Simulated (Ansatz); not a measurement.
Cost and result for the atomization energy of `C[C@@H]1O[C@H]1C` (13 atoms, 13 bonds).

```xyz
13

C    -1.2324   -1.4184    0.5947
C    -0.0323   -0.5292    0.5255
O    -0.1447    0.7445    1.1498
C    -0.0005    0.6979   -0.2650
C     1.2620    1.2662   -0.8297
H    -1.1455   -2.2377   -0.1238
H    -1.3323   -1.8540    1.5921
H    -2.1413   -0.8553    0.3753
H     0.9260   -1.0166    0.7099
H    -0.9146    0.9581   -0.8004
H     1.2348    2.3587   -0.8113
H     2.1255    0.9361   -0.2494
H     1.3953    0.9498   -1.8676
```

The species carries charge 0 and has multiplicity 1. The geometry is a stationary point of PBE0-D4/def2-TZVP. Program: Ansatz. All runs use 4 threads of an Arm Neoverse V2 on a shared host. Times are those of one run each, without the atoms' runs, and a repeat can differ threefold. Electronic energies, without spin–orbit coupling; frozen cores. CCSD(T)/CBS adds CCSD(T) − MP2 in def2-TZVPP to the MP2 limit, and its time is that of the two runs behind it. T1 = 0.011. B3LYP takes the VWN-RPA correlation (the form of Gaussian; ORCA's B3LYP/G).

CCSD(T)/CBS is a level of theory with its own doubt, some kJ/mol a heavy atom from the limit and from the frozen cores, so smaller differences don't rank the functionals.

| level | functions | wall time | atomization (kJ/mol) | difference from CCSD(T)/CBS | per bond |
| --- | --- | --- | --- | --- | --- |
| PBE-D4/def2-TZVPP (with forces) | 267 | 2.4 s | 5361.0 | 139.0 | 10.7 |
| PBE0-D4/def2-TZVPP | 267 | 2.5 s | 5269.7 | 47.7 | 3.7 |
| B3LYP-D4/def2-TZVPP (with forces) | 267 | 4 s | 5224.0 | 2.0 | 0.2 |
| r2SCAN-D4/def2-TZVPP (with forces) | 267 | 4.1 s | 5247.1 | 25.1 | 1.9 |
| B2PLYP/def2-TZVPP | 267 | 5 s | 5177.7 | -44.3 | -3.4 |
| ωB97X-V/def2-TZVPP | 267 | 7 s | 5238.9 | 16.9 | 1.3 |
| ωB97M-V/def2-TZVPP (with forces) | 267 | 10 s | 5242.1 | 20.1 | 1.5 |
| MP2/def2-QZVPP | 525 | 26 s | 5255.9 | 33.9 | 2.6 |
| CCSD(T)/def2-TZVPP | 267 | 3.2 min | 5104.0 | -118.0 | -9.1 |
| CCSD(T)/CBS(def2) | – | 3.6 min | 5222.0 | 0.0 | 0.0 |

From PBE to PBE0 (25 % exact exchange), in def2-TZVPP and without D4, the atomization energy moves by −87.8 kJ/mol: exact exchange takes away binding that semilocal exchange gives to molecules. The D4 term adds +32.7 kJ/mol with B3LYP and +17.2 kJ/mol with PBE0; it sums over pairs of atoms, weighted by their polarisabilities, and B3LYP, whose exchange is more repulsive, gets the larger term. In def2-TZVPP, CCSD(T) changes the Hartree–Fock value by +1269.1 kJ/mol (the triples alone add +73.8 kJ/mol) and MP2 by +1351.6 kJ/mol; breaking electron pairs costs correlation energy, which Hartree–Fock lacks.
